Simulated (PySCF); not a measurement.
C5H10O.
SMILES: `C/C=C(\C)CO`

Vertical excitations from PySCF (density fitting, frozen core in the response, grid level 2 and gas phase unless stated; continuum runs use non-equilibrium linear response for the excitations) on a GFN2-xTB geometry. Reference run:

```
                              settings    S1, eV (f)    S2, eV (f)    S3, eV (f)    S4, eV (f)    S5, eV (f)    S6, eV (f)  T1, eV (Tamm–Dancoff)  mean α (au)
PBE0/def2-SVPD, full TDDFT, 6 singlets  6.46 (0.050)  6.80 (0.056)  7.04 (0.255)  7.22 (0.052)  7.38 (0.005)  7.50 (0.057)                   4.32         68.1
```

Q: What do these settings give: (1) PBE0/IGLO-II, energy threshold 1e-06 Eh, start guess huckel, TDA, 1 singlet; (2) PBE0/aug-cc-pVDZ, IEF-PCM cyclohexane, full TDDFT, 3 singlets?

A: 
```tsv
settings	S1, eV (f)	S2, eV (f)	S3, eV (f)	S4, eV (f)	S5, eV (f)	S6, eV (f)	T1, eV (Tamm–Dancoff)	mean α (au)
PBE0/IGLO-II, energy threshold 1e-06 Eh, start guess huckel, TDA, 1 singlet	6.83 (0.033)	–	–	–	–	–	4.32	63.0
PBE0/aug-cc-pVDZ, IEF-PCM cyclohexane, full TDDFT, 3 singlets	5.84 (0.024)	6.39 (0.069)	6.48 (0.104)	–	–	–	–	78.0
```

(1) S1 moves by +0.37 eV; basis and response scheme change together, so the shift can't be laid on one. (2) S1 moves by -0.62 eV; basis and environment change together, so the shift can't be laid on one. States are counted by energy in each run and needn't keep their character from row to row.

Q: Give the leading configurations of S1 (H = HOMO, L = LUMO) and the HOMO–LUMO gap of each run.

A: 
```json
{"settings": "PBE0/def2-SVPD, full TDDFT, 6 singlets", "S1 configurations (weight)": "H→L+1 0.57, H→L 0.41", "S1 (eV)": "6.46", "orbital gap (eV)": "7.35", "S1 − gap (eV)": "-0.89"}
{"settings": "PBE0/IGLO-II, energy threshold 1e-06 Eh, start guess huckel, TDA, 1 singlet", "S1 configurations (weight)": "H−1→L 0.87, H→L 0.10", "S1 (eV)": "6.83", "orbital gap (eV)": "7.45", "S1 − gap (eV)": "-0.62"}
{"settings": "PBE0/aug-cc-pVDZ, IEF-PCM cyclohexane, full TDDFT, 3 singlets", "S1 configurations (weight)": "H→L 0.96", "S1 (eV)": "5.84", "orbital gap (eV)": "6.84", "S1 − gap (eV)": "-1.00"}
```

The structure is a single GFN2-xTB conformer; no vibrational corrections.

The values belong to the conformer `[CH3:1]/[CH:2]=[C:3](\[CH3:4])[CH2:5][OH:6]`: C2–C3–C5–O6 120°, H–O6–C5–C3 -57°.
